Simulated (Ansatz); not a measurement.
We consider fluorite SrCl₂, described by r²SCAN (Ansatz, an electronic-structure program, PAW).

Settings: plane-wave cutoff 500 eV, 8×8×8 k mesh, gaussian smearing 0.02 eV, scalar-relativistic PAW data made under PBE.

Computed at the level's own relaxed cell.

### Question
Predict the equilibrium volume per atom, equilibrium lattice constant a and band gap.

### Answer

* **equilibrium volume per atom**: 28.52 Å³/atom
* **equilibrium lattice constant a**: 6.995 Å
* **band gap**: 5.94 eV (on the SCF k mesh)

Measured, for comparison: band gap 7.5 eV (temperature not stated, no zero-point or thermal correction; as tabulated in Aguado et al. (1999), arXiv:cond-mat/9901145); equilibrium volume per atom 28.27 Å³/atom, lattice constant a 6.974 Å (room temperature, no zero-point or thermal correction; as tabulated in Kanchana et al., Calculated structural, elastic and electronic properties of …). Computed (rounded) less measured: equilibrium volume per atom +0.9 %, lattice constant a +0.3 %.

Spin–orbit coupling is not included.
